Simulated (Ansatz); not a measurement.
Geometry optimisation, RKS BLYP-D4/def2-SVP (Ansatz 0.2.0).

The input (input.yaml):

```yaml
crystal:
  periodic: [false, false, false]
  atoms:
    - { symbol: B, position_ang: [-0.213391, -2.0e-05, -0.973018] }
    - { symbol: H, position_ang: [0.978276, 4.8e-05, 1.110922] }
    - { symbol: H, position_ang: [1.538, -3.0e-05, 0.660163] }
    - { symbol: F, position_ang: [-1.202986, 2.0e-06, -0.162967] }
basis:
  gaussian: { orbitals: def2-SVP }
hamiltonian:
  xc: blyp
  dispersion: d4
relax:
  f_tol: 0.03
  max_steps: 50
output:
  orbitals: {}
```

Launched with:

```bash
$ ansatz run input.yaml --threads 1 --pin off --max-ram 2048MiB --backend cpu --events-out ev --progress --plain --runs-dir out
```

Q: Where does it end, and by what steps?

A: The forces met the threshold. The force dipped under the threshold on the way, but the program's further checks kept it going. After 8 steps the energy has fallen by 0.203 eV; B1 moved furthest, 0.67 Å.

```
step  energy less start (eV)  largest force component (eV/Å)  accepted
   0                  0.0000                           1.478       yes
   1                 -0.1314                           0.646       yes
   2                 -0.1876                           0.333       yes
   3                 -0.1978                           0.160       yes
   4                 -0.2015                           0.052       yes
   5                 -0.2022                           0.006       yes
   6                 -0.2025                           0.005       yes
   7                 -0.2025                           0.107       yes
   8                 -0.2027                           0.022       yes
```

```xyz
4
Properties=species:S:1:pos:R:3
B -0.698 0.000 -1.440
H 1.313 0.000 1.495
H 1.808 0.000 0.910
F -1.324 0.000 -0.330
```

Whether the end is a true minimum wasn't checked by a vibrational analysis.

Run time: 4 s on 1 thread of Arm Neoverse V2, with other jobs on the host, peak memory 0.096 GiB.
